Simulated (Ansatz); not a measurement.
# hcp Cr (model structure)

The numbers are results of PBEsol (plane waves, PAW; Ansatz, a program for electronic structure), not measurements.

Numerical settings: plane-wave cutoff 500 eV, 36×36×18 k mesh (along the axes of the cell as run), Fermi–Dirac smearing 0.1 eV, no spin polarisation, scalar-relativistic PAW data made under PBE.

Cell (relaxed at this level):

```
Cr
1.0
    1.23019    -2.13076     0.00000
    1.23019     2.13076     0.00000
    0.00000     0.00000     4.38545
Cr
2
Cartesian
  1.23019   0.71025   1.09636
  1.23019  -0.71025   3.28909
```

```
Property  Value
--------  -----
band gap   none
```

Note: the relaxation could raise the start's symmetry but not lower it, so the cell can be a saddle point.

It cost about 5 core-minutes (a rough figure) of CPU time.

A model structure was made by putting elements into a prototype or built by hand; it is no filed structure, need not be a known phase, and can be a saddle point held by its symmetry.
